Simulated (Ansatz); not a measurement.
2H MoS2, treated with LDA in Ansatz (plane waves, PAW).

Settings: plane-wave cutoff 520 eV, 12×12×4 k mesh (along the axes of the cell as run), perturbation theory, force constants from a 6×6×2 q mesh, no spin polarisation, scalar-relativistic PAW data made under PBE.

Computed at the level's own relaxed cell. Harmonic vibrational thermodynamics at fixed volume:

```
T (K)  S_vib (J/K per mol of atoms)  C_V (J/K per mol of atoms)  F_vib (eV/atom)
-----  ----------------------------  --------------------------  ---------------
0                              0.00                        0.00           0.0555
300                             [?]                         [?]              [?]
500                             [?]                         [?]              [?]
600                             [?]                         [?]              [?]
700                             [?]                         [?]              [?]
800                             [?]                         [?]              [?]
1000                            [?]                         [?]              [?]
```

Q: What belongs in the gaps?

A: 
- 300, S_vib (J/K per mol of atoms): 20.63
- 300, C_V (J/K per mol of atoms): 20.78
- 300, F_vib (eV/atom): 0.0276
- 500, S_vib (J/K per mol of atoms): 31.98
- 500, C_V (J/K per mol of atoms): 23.30
- 500, F_vib (eV/atom): -0.0277
- 600, S_vib (J/K per mol of atoms): 36.28
- 600, C_V (J/K per mol of atoms): 23.78
- 600, F_vib (eV/atom): -0.0631
- 700, S_vib (J/K per mol of atoms): 39.97
- 700, C_V (J/K per mol of atoms): 24.08
- 700, F_vib (eV/atom): -0.1027
- 800, S_vib (J/K per mol of atoms): 43.20
- 800, C_V (J/K per mol of atoms): 24.28
- 800, F_vib (eV/atom): -0.1458
- 1000, S_vib (J/K per mol of atoms): 48.64
- 1000, C_V (J/K per mol of atoms): 24.52
- 1000, F_vib (eV/atom): -0.2412

The crystal is taken as a harmonic solid at every temperature: melting, phase changes and thermal expansion are not seen.

Ansatz is a first-principles code.
